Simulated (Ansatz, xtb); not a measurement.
**Loss of CH4: C3H4F2 → C2F2 + CH4**

Species: C3H4F2 `C=C(F)CF`, singlet; C2F2 `FC#CF`, singlet; CH4 (methane) `C`, singlet. 

Shapes, held fixed at every level: PBE0-D4/def2-TZVP. Flexible molecules stand in one conformer, not always the lowest. Programs: Ansatz 0.2.0, xtb 6.7.1. The zero-point and thermal change to 298 K, harmonic and unscaled (PBE0-D4/def2-TZVP), is -10.9 kJ/mol.

| level | kind | ΔH(298 K) (kJ/mol) | less CCSD(T)/CBS estimate | CPU time (sum over the molecules) |
| --- | --- | --- | --- | --- |
| GFN1-xTB | semi-empirical | +204.2 | -86.5 | 0.1 s |
| SPW92/def2-TZVPP | LDA | +311.6 | +20.9 | 4.5 s |
| PBE-D4/def2-TZVPP | GGA | +283.8 | -6.9 | 9.1 s |
| PBE0-D4/def2-TZVPP | global hybrid | +297.5 | +6.8 | 9.5 s |
| B2PLYP/def2-TZVPP | double hybrid | +278.4 | -12.3 | 18 s |
| MP2/def2-SVP | perturbation theory | +271.4 | -19.3 | – |
| CCSD(T)/def2-SVP | coupled cluster or CI | +278.7 | -12.0 | 14 s |
| CCSD/def2-SVP | coupled cluster or CI | +280.5 | -10.2 | – |
| CCSD(T)/CBS estimate | coupled cluster or CI | +290.7 | 0.0 | 7.4 min |

The highest level, CCSD(T)/CBS estimate, gives ΔH(298 K) = +290.7 kJ/mol; the levels span +204.2 to +311.6. GFN1-xTB strays far from the other rows. The column of differences is taken from that level and isn't an error. No measured value is set beside it here. The CBS estimate extrapolates MP2 from def2-TZVPP and def2-QZVPP and adds CCSD(T) − MP2 in the triple-zeta set, cores frozen. Times are processor times on shared x86 and Arm servers, and rough.
